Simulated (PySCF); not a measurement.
Worked example for ethyl chloride: homolysis of bond C1–C2

Structure: `CCCl` (C2H5Cl). Non-hydrogen atoms are numbered in `[CH3:1][CH2:2][Cl:3]`.

These are calculated values, PBE0-D3(BJ)/def2-TZVP in PySCF (grid level 2) at geometries from PBE0-D3(BJ)/def2-SVP. Thermal corrections: PBE0-D3(BJ)/def2-SVP frequencies, unscaled, ideal gas at 298.15 K and 1 bar, quasi-RRHO entropy.

Step: `CCCl` → CH3• + `[CH2]Cl`.

| species | charge | multiplicity | E / Eh |
| --- | --- | --- | --- |
| `CCCl` | 0 | 1 | -539.220897 |
| CH3• | 0 | 2 | -39.799504 |
| `[CH2]Cl` | 0 | 2 | -499.271942 |

Thermal terms, products less reactant: Δ(H − E) = -28.41 kJ/mol, Δ(G − E) = -79.03 kJ/mol. 1 Eh = 2625.50 kJ/mol.

Q: What are ΔE, ΔH and ΔG of this step?

A: ΔE = 0.149451 Eh = 392.38 kJ/mol; ΔH = 364.0 kJ/mol; ΔG = 313.4 kJ/mol, all in the gas phase at 298.15 K and 1 bar. The digits show the arithmetic; the method itself can be off by 10 kJ/mol or more.

Known limits: spin-orbit coupling is left out of the energies, which matters for open shells on the heavier atoms.
